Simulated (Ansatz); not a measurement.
Frontier orbitals of `CSC=S`.

Z-matrix (Å, degrees):
```
C
S 1 1.801
H 1 1.090 2 111.0
H 1 1.090 2 106.4 3 -118.3
H 1 1.090 2 111.0 3 123.4
C 2 1.713 1 102.0 3 -61.4
S 6 1.617 2 124.8 1 -180.0
H 6 1.093 2 113.5 1 0.0
```

Charge 0, multiplicity 1. The geometry is a stationary point of PBE0-D4/def2-TZVP. It is one conformer, not always the lowest. Basis def2-TZVPP, the Gaussian-basis code of Ansatz.

Orbital energies of one run (eV). Highest occupied ones, from the top: -6.47, -7.03, -9.85, -9.86, -10.73, -12.58, -12.85, -13.16, -15.96, -18.88, -21.59, -23.83, -160.81, -161.00. Empty: -2.08, 0.40, 1.16, 1.79, 2.37, 2.80.

(1) Which functional gave them?
A. PBE0
B. HSE06 (plane-wave form)
C. ωB97X-V
D. BHLYP

## Answers

(1) A. HOMO energies: PBE0 -6.47, BHLYP -7.55, ωB97X-V -8.84, HSE06 -6.07 eV.
